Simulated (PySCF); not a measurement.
Cartesian coordinates (Å):
SMILES: O
```xyz
3

O      0.0031     0.3896     0.0000
H     -0.7665    -0.1887     0.0000
H      0.7634    -0.2009     0.0000
```
Charge 0, spin multiplicity 1.

Problem. Predict the HOMO–LUMO gap, total energy, dipole moment, LUMO and HOMO from PBE-D3(BJ)/def2-TZVP // B3LYP-D3(BJ)/def2-TZVP (PySCF 2.14.0).

Solution. 
```
Property            Result
-------------  -----------
HOMO–LUMO gap      6.92 eV
total energy   -76.3770 Ha
dipole moment       2.02 D
LUMO              -0.05 eV
HOMO              -6.97 eV
```
